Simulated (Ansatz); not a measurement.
Structure relaxation of Cs2PbI2Cl2

The calculation used DFT PBE, scalar-relativistic, plane waves, PAW in Ansatz 0.2.0.

The start is a database structure of Cs2PbI2Cl2, space group I4/mmm (No. 139).

The final relaxation ran on this input, with the default PAW datasets:

```yaml
crystal:
  lattice:
    - [-2.8838975, 2.8838975, 9.7428095]
    - [2.8838975, -2.8838975, 9.7428095]
    - [2.8838975, 2.8838975, -9.7428095]
  atoms:
    - { symbol: Cs, position: [0.368645, 0.368645, 0.0] }
    - { symbol: Cs, position: [0.631355, 0.631355, 0.0] }
    - { symbol: Pb, position: [0.0, 0.0, 0.0] }
    - { symbol: I, position: [0.166328, 0.166328, 0.0] }
    - { symbol: I, position: [0.833672, 0.833672, 0.0] }
    - { symbol: Cl, position: [0.5, 0.0, 0.5] }
    - { symbol: Cl, position: [0.0, 0.5, 0.5] }
basis:
  ecutwfc: 420
kpoints:
  mp_grid: { grid: [6, 6, 6] }
hamiltonian:
  xc: pbe
scf:
  occupations: { method: gaussian, width: 0.02 }
output:
  forces: true
  stress: true
  eigenvalues: true
relax:
  adjacent_minimum: "off"
  f_tol: 0.01
  max_steps: 80
  cell: { stress_tol: 0.05 }
```

Launched as:

```bash
ansatz run input.yaml --threads 1 --pin off --max-ram 2560MiB --backend cpu --events-out ev --progress --plain --runs-dir out
```

The run took 120 s on 1 thread of Arm Neoverse V1, with other jobs on the host, peak memory 0.75 GiB.

End of the output:

```
SCF converged after 4 iterations
Free energy (F): -40442.904785 eV
Harris-Foulkes:  -40442.904785 eV  (|F-HF|=4.37e-11)
Internal energy: -40442.904785 eV  (E = F + TS)
E sigma→0 (E₀):  -40442.904785 eV
Fermi energy:    4.080459 eV
--- Per-component energies (eV) ---
  E_band       = -1117.895154
  E_kinetic    = 1269.310388
  E_local      = -7642.322065  (includes V_loc(G=0)·N_el)
  E_nonlocal   = 286.315585
  E_hartree    = 3527.540731
  E_xc         = -1040.469825
  E_vxc        = -886.945984  (∫ρ·V_xc dr)
  E_paw        = -31487.871488  (= ΣΔE_a)
  E_vpaw       = -1199.334458  (= ΣTr[D̂ρ^β])
  E_aug_tail   = 0.000199  (compensation charges beyond the density's cutoff)
  E_ewald      = -5355.408310
  E_smearing   =  0.000000  (= −TS)
  E_closure    = 0.000000  (closes the sum)
  Σ components = -40442.904785   (vs F -40442.904785, Δ=0.00e0)
--- Forces (eV/Å), atoms counted from 1 ---
  atom   1  Cs     0.00000000     0.00000000    -0.00278126
  atom   2  Cs     0.00000000     0.00000000     0.00278126
  atom   3  Pb     0.00000000     0.00000000     0.00000000
  atom   4  I      0.00000000     0.00000000    -0.00094575
  atom   5  I      0.00000000     0.00000000     0.00094575
  atom   6  Cl     0.00000000     0.00000000     0.00000000
  atom   7  Cl     0.00000000     0.00000000     0.00000000
  max |Σ_I F_I| component: 8.67e-19 eV/Å
--- Stress (GPa, compression-positive) ---
       -0.025757       0.000000       0.000000
        0.000000      -0.025757       0.000000
        0.000000       0.000000       0.005983
  P = ⅓ Tr σ = -0.0152 GPa (-0.152 kbar)
--- Relaxed structure (2 steps of the walk, 2 accepted, 1 SCFs on fresh bases) ---
  F+E_penalty+E_count = -40442.90478514 eV   max|allowed force component| = 2.781e-3 eV/Å   (the final SCF, on the basis selected at the relaxed cell)
  cell:  # Å, volume = 323.7498 Å³
    - [-2.882047, 2.882047, 9.744225]
    - [2.882047, -2.882047, 9.744225]
    - [2.882047, 2.882047, -9.744225]
  atoms:
    - { symbol: Cs, position: [0.368517, 0.368517, 0.000000] }
    - { symbol: Cs, position: [0.631483, 0.631483, 0.000000] }
    - { symbol: Pb, position: [0.000000, 0.000000, 0.000000] }
    - { symbol: I, position: [0.166252, 0.166252, 0.000000] }
    - { symbol: I, position: [0.833748, 0.833748, 0.000000] }
    - { symbol: Cl, position: [0.5, 0.000000, 0.5] }
    - { symbol: Cl, position: [0.000000, 0.5, 0.5] }
```

Absolute energies hang on the potentials; compare differences alone.

The result has space group I4/mmm (No. 139). Cs has 4 Cl at 3.86 Å and 5 I at 3.94–4.13 Å; Pb has 4 Cl at 2.88 Å and 2 I at 3.24 Å; I is coordinated by 1 Pb at 3.24 Å; Cl has 2 Pb at 2.88 Å.

Against the elements it lies at -1.466 eV/atom. Energies over the elements count from the elements' standard structures at the same level (Cl₂ as a molecule), with no empirical corrections.

Spin–orbit coupling is left out.

Symmetry constrained the relaxation, so the result can be a saddle point.